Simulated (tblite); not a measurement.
Species: C4H5OS (doublet state).
Structure used (GFN2-xTB), in Å, numbered top down from 1:
```
atom  x, y, z in Å
S1     2.7064   -0.2083   -0.2205
C2     0.9788   -0.1673   -0.1004
C3     0.0474   -1.1844   -0.2388
C4    -1.1974   -0.6410   -0.0489
C5    -1.0173    0.8170    0.2259
O6     0.3876    1.0378    0.1757
H7     2.8482    1.0921    0.0222
H8     0.2904   -2.2050   -0.4555
H9    -2.1501   -1.1243   -0.0818
H10   -1.5023    1.4641   -0.5213
H11   -1.3864    1.1221    1.2174
```

Computed geometry: GFN2-xTB, gas phase. This method treats the open shell by occupation alone, without spin polarisation.

Masses are those of the commonest isotopes; rigid-rotor values at the optimised geometry. The values belong to one conformer with, in the numbering `[SH:1][C:2]1=[CH:3][CH:4][CH2:5][O:6]1`, H–S1–C2–C3 180°.

(1) Give the principal moments of inertia and the rotational constants in MHz.

(2) What kind of rotor is it?

(3) Is it planar, by Δ = Ic − Ia − Ib?

(4) Give the other two planar moments, Paa and Pbb, and the rms extents of the mass along the axes.

(5) Estimate the classical rotational partition function at 200 K, 298.15 K and 500 K.

Answers

(1) Ia = 62.39, Ib = 240.54, Ic = 299.75 u·Å²; 505379 MHz·u·Å²/I gives A = 8100, B = 2101, C = 1686 MHz.

(2) An asymmetric top; Ray's κ = -0.871.

(3) Not planar: Δ = Ic − Ia − Ib = -3.18 u·Å². For a rigid frame Δ = −2 Σ m c², so Σ m c² = 1.59 u·Å² lies off the ab plane, practically all of it from hydrogen. The atom farthest from that plane is 0.89 Å away.

(4) Paa = Σ m a² = (Ib + Ic − Ia)/2 = 238.95 and Pbb = Σ m b² = (Ia + Ic − Ib)/2 = 60.80 u·Å². With the mass M = 101.01 u, the rms extents √(P/M) along a, b and c are 1.54, 0.78, 0.13 Å.

(5) Point group Cs, symmetry number σ = 1; q = (√π/σ)·√((kT/h)³/(ABC)), k/h = 20836.6 MHz/K: 89000 at 200 K, 162000 at 298.15 K, 352000 at 500 K.

For this open shell read J as N, the rotation without spin; fine and hyperfine splittings come on top. Its GFN2-xTB frequencies are all real (lowest 120 cm⁻¹). These are rigid-rotor constants of the computed structure; measured ground-state constants (B0) also hold zero-point vibration.

On one thread, Arm Neoverse V2 (aarch64) (shared host), this took under 0.1 s. That covers the optimisation of the geometry.
